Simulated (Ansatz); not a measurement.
**H₂ClO (doublet): from Hartree-Fock to the top rungs at distance Cl1–H2 along a hydrogen transfer = 1.189 Å, cc-pVDZ**

How much of the correlation energy of H₂ClO (doublet) does each wave-function method recover here?

The runs use Ansatz 0.2.0, Gaussian basis; cc-pVDZ, core rule «outside noble gas», up to 6 orbitals frozen.

The runs, in order: UHF; CCSD(T) on ROHF; CCSD(T) on UHF; BCCD(T) on ROHF; CISD; CCSDT(Q) on ROHF; CCSDT(Q) on UHF; CASSCF and MRCISD+Q, 3 electrons in 3 orbitals; CASSCF and NEVPT2, 3 electrons in 3 orbitals.

19 further runs of the same task are left out: 9 for a known fault of the program, 1 for a mislabelled method, 7 that didn't finish, 2 set aside as unsound or not needed.

### 1 What is computed

The geometry derives from fragments relaxed apart (PBE0/def2-TZVP) and kept rigid, so it is no stationary point. A hydrogen atom is moved between rigid fragments.

4 atoms, charge 0, spin multiplicity 2.

Atoms are counted from 1 here; the program's logs count them from 0.

Bond lengths: Cl1–H2 1.189 Å, O3–H4 0.973 Å.

### 2 UHF

in.yaml reads:

```yaml
crystal:
  periodic: [false, false, false]
  atoms:
    - {symbol: Cl, position_ang: [-1.797215, 0.234988, 0.000000]}
    - {symbol: H, position_ang: [-0.608215, 0.234988, 0.000000]}
    - {symbol: O, position_ang: [1.076785, 0.234988, 0.000000]}
    - {symbol: H, position_ang: [1.328644, -0.704963, 0.000000]}
basis:
  gaussian: {orbitals: cc-pVDZ}
magnetization: {spin_polarized: true, initial_magnetization: 1}
hamiltonian: {xc: hf}
output: {orbitals: {seedname: orbitals}}
```

The run is started by

```sh
> ansatz run in.yaml --threads 1 --pin off --events-out ev --progress --plain --max-ram 2393MiB
```

The runs that follow: CCSD(T) on ROHF; CCSD(T) on UHF; BCCD(T) on ROHF; CISD; CCSDT(Q) on ROHF; CCSDT(Q) on UHF; CASSCF and MRCISD+Q, 3 electrons in 3 orbitals; CASSCF and NEVPT2, 3 electrons in 3 orbitals.

Before running them: what should the planned runs give, taken together? Wanted: UCCSDT(Q) below the RHF energy; RMP2 from UCCSDT(Q); UMP2 from UCCSDT(Q); RCCSD from UCCSDT(Q); RCCSD(T) from UCCSDT(Q); UCCSD(T) from UCCSDT(Q); RCCSDT(Q) from UCCSDT(Q); NEVPT2 pair from UCCSDT(Q); MRCISD+Q pair from UCCSDT(Q).

**Answer**, as computed:

| quantity | value |
| --- | --- |
| UCCSDT(Q) below the RHF energy | -9.2100 eV |
| RMP2 from UCCSDT(Q) | +91.9 kJ/mol |
| UMP2 from UCCSDT(Q) | +92.0 kJ/mol |
| RCCSD from UCCSDT(Q) | +14.6 kJ/mol |
| RCCSD(T) from UCCSDT(Q) | +2.6 kJ/mol |
| UCCSD(T) from UCCSDT(Q) | +2.5 kJ/mol |
| RCCSDT(Q) from UCCSDT(Q) | +0.1 kJ/mol |
| NEVPT2 pair from UCCSDT(Q) | +84.8 kJ/mol |
| MRCISD+Q pair from UCCSDT(Q) | +4.5 kJ/mol |
| levels within 1 kcal/mol (43 meV) | RCCSD(T), UCCSD(T), BCCD(T), RCCSDT, UCCSDT, RCCSDT(Q) |
| T1 diagnostic | 0.010 |

RCCSD(T) lands +2.6 kJ/mol from the yardstick (0.3 % of the correlation energy). Of the multireference levels listed MRCISD+Q pair comes nearest in total energy (+4.5 kJ/mol), which doesn't show that its space is the better one. These misses are within one basis, not against nature; the frozen cores of restricted and unrestricted runs differ, which can shift their rows.
